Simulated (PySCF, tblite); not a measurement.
Computed geometry: GFN2-xTB, gas phase. One conformer each, none proved a minimum here. Atom numbers follow the mapped SMILES.

Question: Rank these N–N bonds from shortest to longest.
A. N5–N7 in `[CH2:1]=[CH:2][C@@H:3]1[CH2:4][N:5]([CH3:6])[N:7]=[C:8]1[CH2:9][CH3:10]` with C1–C2–C3–C4 -137°, N7–C8–C9–C10 106°, C2–C3–C4–N5 -104°, C3–C4–N5–C6 -152°, C4–N5–N7–C8 12°, C2–C3–C8–N7 112°
B. N4–N5 in `[CH2:1]=[CH:2][C:3]1=[N:4][N:5]([CH:6]([CH3:7])[CH3:8])[CH2:9][CH2:10]1` with C1–C2–C3–N4 -179°, N4–N5–C6–C7 -66°
C. N4–N5 in `[CH2:1]=[CH:2][CH2:3][NH:4]/[N:5]=[C:6](/[CH3:7])[CH:8]1[CH2:9][CH2:10]1` with C1–C2–C3–N4 132°, C2–C3–N4–N5 156°, C3–N4–N5–C6 160°, N5–C6–C8–C9 -74°

Answer: B (1.333 Å), C (1.346 Å), A (1.356 Å).

- 1.333 Å: drawn single, ends: C=N nitrogen; nitrogen bonded to 2 C and N, in a 5-membered ring
- 1.346 Å: drawn single, ends: nitrogen bonded to C, N and H; C=N nitrogen
- 1.356 Å: drawn single, ends: nitrogen bonded to 2 C and N; C=N nitrogen, in a 5-membered ring

Question: Order the C–O distances, shortest first.
A. O1–C2 in `[OH:1][CH2:2][CH:3]1[CH2:4][CH2:5][CH2:6][CH2:7]1` with H–O1–C2–C3 -55°, O1–C2–C3–C4 -60°, C2–C3–C4–C5 -156°, C3–C4–C5–C6 42°, C4–C5–C6–C7 -35°, C5–C6–C7–C3 14°
B. O6–C7 in `[CH3:1][C@H:2]([OH:3])/[CH:4]=[CH:5]\[O:6][CH:7]=[O:8]` with C1–C2–O3–H 176°, C1–C2–C4–C5 -141°, C4–C5–O6–C7 -58°, C5–O6–C7–O8 -2°
C. C2–O8 in `[O:1]=[C:2]1[CH2:3][C@H:4]([CH2:5][CH2:6][OH:7])[O:8]1` with C3–C4–C5–C6 -169°, C4–C5–C6–O7 -178°, C5–C6–O7–H -63°

Answer: B (1.320 Å), C (1.356 Å), A (1.408 Å).

- 1.320 Å: drawn single, ends: ester single-bonded oxygen; ester carbonyl carbon
- 1.356 Å: drawn single, ends: ester carbonyl carbon; ester single-bonded oxygen, in a 4-membered ring
- 1.408 Å: drawn single, alcohol oxygen to carbinol carbon (C–OH)

Question: Rank these C–F bonds from shortest to longest.
A. C3–F5 in `[CH:1]#[C:2][C:3]([CH3:4])([F:5])[C:6]#[CH:7]`
B. F1–C2 in `[F:1][c:2]1[cH:3][cH:4][cH:5][cH:6][cH:7]1`
C. C4–F5 in `[CH3:1][c:2]1[o:3][c:4]([F:5])[cH:6][p:7]1`

Answer: C (1.331 Å), B (1.351 Å), A (1.401 Å).

- 1.331 Å: drawn single, aromatic C–F carbon to aryl fluorine
- 1.351 Å: drawn single, aryl fluorine to aromatic C–F carbon
- 1.401 Å: drawn single, sp3 C–F carbon to alkyl fluorine

Question: Order these C–O–C angles, narrowest first.
A. C2–O8–C4 in `[O:1]=[C:2]1[CH2:3][C@H:4]([CH2:5][CH2:6][OH:7])[O:8]1` with C3–C4–C5–C6 -169°, C4–C5–C6–O7 -178°, C5–C6–O7–H -63°
B. C2–O3–C4 in `[CH3:1][c:2]1[o:3][c:4]([F:5])[cH:6][p:7]1`
C. C5–O6–C7 in `[CH3:1][C@H:2]([OH:3])/[CH:4]=[CH:5]\[O:6][CH:7]=[O:8]` with C1–C2–O3–H 176°, C1–C2–C4–C5 -141°, C4–C5–O6–C7 -58°, C5–O6–C7–O8 -2°

Answer: A (92.5°), B (110.2°), C (120.3°).
